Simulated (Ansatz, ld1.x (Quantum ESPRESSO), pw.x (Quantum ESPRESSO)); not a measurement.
## From atom to crystal: TM potential for boron

```json
{
  "Element": "boron (B)",
  "Generator": "ld1.x (Quantum ESPRESSO) 7.5",
  "Type": "norm-conserving Troullier–Martins (Kleinman–Bylander form)",
  "Functional": "LDA (PW92)",
  "Relativity": "scalar-relativistic",
  "Frozen core": "[He]",
  "Valence charge": "3",
  "Reference configuration": "2s2 2p0.5 (charge +0.5)",
  "Partial waves": "2p (bound): rc 2.90 bohr; 2s (bound): rc 1.20 bohr",
  "Local potential": "the s channel",
  "Core correction": "a·sin(br)/r model core inside 0.85 bohr"
}
```

Crystal test: diamond B in pw.x 7.5, no spin, 11³ k-points, Fermi–Dirac smearing 0.01 Ry, cutoffs 70/280 Ry. The reference is all-electron LAPW (Ansatz 0.2.0) with the same functional, mesh and smearing; V0 and B0 come from Birch–Murnaghan fits to the pressures at five volumes. Errors are pseudo minus all-electron; Δ is the rms difference of the E(V) curves that follow from these fits, minima aligned, over ±6 % about the mean V0. Mesh and smearing are coarse, so the numbers serve the comparison and aren't converged zero-temperature values; the lattice is a test structure that the element need not adopt.

All-electron: a0 = 4.003 Å (V0 = 8.02 Å³/atom), B0 = 189.6 GPa.

**Question.** How far does the potential miss the all-electron equation of state?

**Answer.** mean pressure error (GPa): -18.44. The pressure does not cross zero within the volumes sampled, so no fit is given. The largest radius (2.90 bohr) exceeds half the bond length (1.64 bohr), so the spheres overlap, which is one possible source of error among others. This is a poor potential for the solid.

```json
{"V (Å³/atom)": "7.621", "P all-electron (GPa)": "10.51", "P pseudo (GPa)": "-11.70"}
{"V (Å³/atom)": "7.821", "P all-electron (GPa)": "4.90", "P pseudo (GPa)": "-15.23"}
{"V (Å³/atom)": "8.022", "P all-electron (GPa)": "-0.11", "P pseudo (GPa)": "-18.37"}
{"V (Å³/atom)": "8.223", "P all-electron (GPa)": "-4.58", "P pseudo (GPa)": "-21.16"}
{"V (Å³/atom)": "8.423", "P all-electron (GPa)": "-8.58", "P pseudo (GPa)": "-23.63"}
```

**Question.** At the middle volume, how do free energy and pressure move when the wave cutoff is lowered (ecutrho kept at four times it)?

**Answer.**

| cutoff (Ry) | shift of F (meV/atom) | shift of P (GPa) |
| --- | --- | --- |
| 32 | +22.8 | +0.24 |
| 42 | +18.2 | -0.18 |
| 56 | +6.0 | -0.37 |

Input at the middle volume:

```
&control
  calculation='scf', prefix='x', pseudo_dir='./', outdir='./tmp', tstress=.true., disk_io='none'
/
&system
  ibrav=0, nat=2, ntyp=1, ecutwfc=70, ecutrho=280, nbnd=10,
  occupations='smearing', smearing='fd', degauss=0.01
/
&electrons
  conv_thr=1e-09, mixing_beta=0.4, electron_maxstep=70
/
ATOMIC_SPECIES
B 1.0 B.UPF
CELL_PARAMETERS angstrom
  0.00000000 2.00183166 2.00183166
  2.00183166 0.00000000 2.00183166
  2.00183166 2.00183166 0.00000000
ATOMIC_POSITIONS crystal
B 0.0000 0.0000 0.0000
B 0.2500 0.2500 0.2500
K_POINTS automatic
11 11 11 0 0 0
```

```bash
pw.x < B.scf.in > B.scf.out
```

Lines of the output:

```
Message from routine setup:
     using ibrav=0 with symmetry is DISCOURAGED, use correct ibrav instead
     lattice parameter (alat)  =       5.3498  a.u.
     unit-cell volume          =     108.2703 (a.u.)^3
     number of electrons       =         6.00
     number of Kohn-Sham states=           10
     kinetic-energy cutoff     =      70.0000  Ry
     charge density cutoff     =     280.0000  Ry
     scf convergence threshold =      1.0E-09
     Exchange-correlation= PW
     number of k points=    56  Fermi-Dirac smearing, width (Ry)=  0.0100
     iteration #  1     ecut=    70.00 Ry     beta= 0.40
     total energy              =     -11.70572419 Ry
     estimated scf accuracy    <       0.01152015 Ry
     iteration #  2     ecut=    70.00 Ry     beta= 0.40
     total energy              =     -11.70506164 Ry
     estimated scf accuracy    <       0.00369347 Ry
     iteration #  3     ecut=    70.00 Ry     beta= 0.40
     total energy              =     -11.70515282 Ry
     estimated scf accuracy    <       0.00002639 Ry
     iteration #  4     ecut=    70.00 Ry     beta= 0.40
     total energy              =     -11.70515471 Ry
     estimated scf accuracy    <       0.00000021 Ry
     iteration #  5     ecut=    70.00 Ry     beta= 0.40
     total energy              =     -11.70515473 Ry
     estimated scf accuracy    <          1.8E-09 Ry
     iteration #  6     ecut=    70.00 Ry     beta= 0.40
     the Fermi energy is     6.4100 ev
!    total energy              =     -11.70515473 Ry
     estimated scf accuracy    <          2.6E-10 Ry
     smearing contrib. (-TS)   =      -0.00437610 Ry
     The total energy is F=E-TS. E is the sum of the following terms:
     one-electron contribution =       5.30667611 Ry
     hartree contribution      =       0.57038018 Ry
     xc contribution           =      -4.76200359 Ry
     ewald contribution        =     -12.81583132 Ry
     convergence has been achieved in   6 iterations
          total   stress  (Ry/bohr**3)                   (kbar)     P=     -183.74
     Message from routine punch:
     Nothing written, as per user request (disk_io='none')
```

The run at the middle volume (56 k-points, 6 iterations) took about 4.5 s on one core of a shared host (Neoverse-V1, 32 threads, 247 GiB, load 6).
